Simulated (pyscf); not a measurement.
Optimised with ωB97X-D3(BJ)/def2-SVP in PySCF.

Q: For the elementary gas-phase step `[CH3][Te][SH]` + `[H][H]` → `[CH3][TeH]` + `[SH2]` (singlet surface; S–Te, H–H broken, H–Te, H–S formed), what barrier and reaction energy does ωB97M-D3(BJ)/def2-TZVP give, measured from the separated reactants?

A: ΔE‡ = 62.0 kcal/mol, ΔE = -0.9 kcal/mol. Zero-point energy shifts the barrier by +0.5 kcal/mol. It is a four-centre exchange, with an imaginary mode of 1909i cm⁻¹. This is the saddle that the search found; another between the same sides may lie lower. Elements past Kr carry the def2 core potentials, without spin-orbit coupling.
